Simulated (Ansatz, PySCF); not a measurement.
isobutane (C₄H₁₀), SMILES CC(C)C. Atoms are numbered in the order given.

```xyz
14

C     -1.2637     0.7296    -0.0954
C      0.0000     0.0000     0.3713
C      1.2637     0.7296    -0.0954
C      0.0000    -1.4592    -0.0954
H     -1.2853     1.7704     0.2663
H     -1.3140     0.7586    -1.1977
H     -2.1759     0.2278     0.2663
H      0.0000     0.0000     1.4776
H      1.2853     1.7704     0.2663
H      1.3140     0.7586    -1.1977
H      2.1759     0.2278     0.2663
H      0.8906    -1.9982     0.2663
H     -0.8906    -1.9983     0.2663
H      0.0000    -1.5173    -1.1977
```
Charge 0, spin multiplicity 1.

The structure is a stationary point at B3LYP-D3(BJ)/def2-SVP.

Two levels are set side by side: PBE-D3(BJ)/def2-SVP (Ansatz, a quantum-chemistry and plane-wave program) and B3LYP-D3(BJ)/def2-SVP (Ansatz). Each level has its own optimised geometry; the coordinates shown are those of the second. Frequencies come from the Hessian of PySCF at each geometry. Differences are taken from unrounded values.

```json
[
 {"quantity": "mean bond length (Å)", "B3LYP-D3(BJ)": "1.202"},
 {"quantity": "bond C1–C2 (Å)", "B3LYP-D3(BJ)": "1.532"},
 {"quantity": "bond C2–C3 (Å)", "B3LYP-D3(BJ)": "1.532"},
 {"quantity": "bond C2–C4 (Å)", "B3LYP-D3(BJ)": "1.532"},
 {"quantity": "bond C1–H5 (Å)", "B3LYP-D3(BJ)": "1.102"},
 {"quantity": "bond C1–H6 (Å)", "B3LYP-D3(BJ)": "1.104"},
 {"quantity": "bond C1–H7 (Å)", "B3LYP-D3(BJ)": "1.102"},
 {"quantity": "bond C2–H8 (Å)", "B3LYP-D3(BJ)": "1.106"},
 {"quantity": "bond C3–H9 (Å)", "B3LYP-D3(BJ)": "1.102"},
 {"quantity": "bond C3–H10 (Å)", "B3LYP-D3(BJ)": "1.104"},
 {"quantity": "bond C3–H11 (Å)", "B3LYP-D3(BJ)": "1.102"},
 {"quantity": "bond C4–H12 (Å)", "B3LYP-D3(BJ)": "1.102"},
 {"quantity": "bond C4–H13 (Å)", "B3LYP-D3(BJ)": "1.102"},
 {"quantity": "bond C4–H14 (Å)", "B3LYP-D3(BJ)": "1.104"},
 {"quantity": "highest harmonic wavenumber (cm⁻¹)", "B3LYP-D3(BJ)": "3105"},
 {"quantity": "mean harmonic wavenumber (cm⁻¹)", "B3LYP-D3(BJ)": "1595"},
 {"quantity": "zero-point energy (kcal/mol)", "B3LYP-D3(BJ)": "82.10"}
]
```

Q: What does PBE-D3(BJ) give, and how far is it from B3LYP-D3(BJ)? (Estimate from the structure and the level; the computed values follow.)

A: 
```csv
quantity,PBE-D3(BJ),PBE-D3(BJ) minus B3LYP-D3(BJ)
mean bond length (Å),1.208,0.006
bond C1–C2 (Å),1.534,0.002
bond C2–C3 (Å),1.534,0.002
bond C2–C4 (Å),1.534,0.002
bond C1–H5 (Å),1.109,0.007
bond C1–H6 (Å),1.111,0.008
bond C1–H7 (Å),1.109,0.007
bond C2–H8 (Å),1.114,0.008
bond C3–H9 (Å),1.109,0.007
bond C3–H10 (Å),1.111,0.008
bond C3–H11 (Å),1.109,0.007
bond C4–H12 (Å),1.109,0.007
bond C4–H13 (Å),1.109,0.007
bond C4–H14 (Å),1.111,0.008
highest harmonic wavenumber (cm⁻¹),3054,-51
mean harmonic wavenumber (cm⁻¹),1556,-39
zero-point energy (kcal/mol),80.08,-2.03
```

GGA bonds tend to be longer and softer than those of functionals with exact exchange. Differences between two approximate levels are no errors against the true value.
